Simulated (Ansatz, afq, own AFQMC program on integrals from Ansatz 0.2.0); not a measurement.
## CH$_{5}$B, triplet in cc-pVDZ, levels against CCSDT(Q)

| atom | x (Å) | y (Å) | z (Å) |
| --- | --- | --- | --- |
| B | -1.3397 | 0.0000 | 0.0000 |
| H | -1.9364 | 1.0336 | 0.0000 |
| H | -1.9364 | -1.0336 | 0.0000 |
| H | -0.0137 | 0.0000 | 0.0000 |
| C | 1.2523 | 0.0000 | 0.0000 |
| H | 1.6668 | 0.0000 | 0.9962 |
| H | 1.6668 | 0.0000 | -0.9962 |

Basis cc-pVDZ. Noble-gas cores (and the filled d shells of Ga–Kr and In–Xe) are frozen. Integrals, coupled cluster, full CI and functionals: Ansatz 0.2.0; the random walks run on the same integrals in our own AFQMC program. The CISD trial takes its coefficients from CCSD amplitudes. Released means that phaseless walkers are propagated on without the constraint, phases kept. ± is one standard error of the sampling.

Determinant: UHF, the one that the program's search chose, which needn't be the lowest solution. The geometry is a point of a scan.

No full CI on the walks' own integrals is used here; CCSDT(Q) serves as the reference and is uncertain by about the last step of the cluster series.

Cautions: lower spins were not checked.

The T1 diagnostic is 0.0115 and the weight of the determinant in the CISD state is 0.892. The ⟨S²⟩ of the determinant is 2.033. The size of the correlated space is 12 electrons in 51 orbitals.

Reference: CCSDT(Q), correlation energy -6.907 eV. The released energy is read at 2.40 1/Eh (meV from the phaseless value at times in 1/Eh: 2 ± 3 at 0.24, 0.2 ± 1.7 at 0.51, -0.3 ± 2.5 at 0.99, -1.7 ± 2.2 at 1.62, -3.3 ± 2.3 at 2.40).

```tsv
level	E − E(reference) (kcal/mol)	share of correlation (%)
HF	159.29	0.00
MP2	31.28	80.36
CCSD	3.89	97.56
CCSD(T)	0.74	99.53
CCSDT	0.14	99.91
ph-AFQMC/CISD	0.02 ± 0.07	99.99
released AFQMC	-0.06 ± 0.05	100.04
```

A walk keeps the symmetry of its determinant, which the program's search chose and which needn't be the lowest solution, so a lower state of the same spin and another symmetry isn't excluded. Released energies are given only where the last usable release times agree within the noise; a slower fall can still hide under it.
